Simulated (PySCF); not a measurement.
Stretching NaP

Set-up: basis Na x2c-SVPall, P x2c-SVPall; spin-free X2C with a Gaussian nucleus; PySCF 2.14. Energies in eV from Na + P in their ground configurations at the same level. State: ³Σ⁻ (triplet), unpaired electrons π ↑↑.

All columns are PBE0. A positive dipole means Na(−)P(+).

```tsv
R (Å)	E (eV)	μ (D)	Mulliken charge on Na (basis-dependent)	HOMO (eV)	LUMO (eV)	Mayer bond order	⟨S²⟩
2.300	-0.889	-6.13	0.46	-4.35	-1.60	0.93	2.01
2.408	-1.101	-6.34	0.43	-4.33	-1.51	0.94	2.02
2.514	-1.216	-6.53	0.41	-4.30	-1.42	0.96	2.02
2.595	-1.256	-6.65	0.39	-4.27	-1.43	0.97	2.03
2.675	-1.267	-6.75	0.37	-4.24	-1.48	0.97	2.03
2.755	-1.254	-6.83	0.35	-4.20	-1.53	0.97	2.04
2.862	-1.211	-6.91	0.33	-4.15	-1.60	0.96	2.05
2.996	-1.129	-6.93	0.31	-4.10	-1.68	0.93	2.08
3.156	-1.008	-6.83	0.29	-4.03	-1.77	0.89	2.14
3.370	-0.836	-6.49	0.26	-3.97	-1.87	0.80	2.24
```

A fit through these points gives, at Re = 2.668 Å, μ = -6.74 D and dμ/dR = -1.19 D/Å; the reduced mass is 13.2 u.

Question: How strong is the fundamental in the double-harmonic approximation, I = 42.26·(dμ/dR)²/μred km/mol?

Answer: I = 42.26·(-1.19)²/13.2 = 4.53 km/mol at PBE0.

⟨S²⟩ of the unrestricted solution departs from its pure value on part of the curve, where spin states mix. The state was picked by a PBE0 search and need not be the measured ground state.
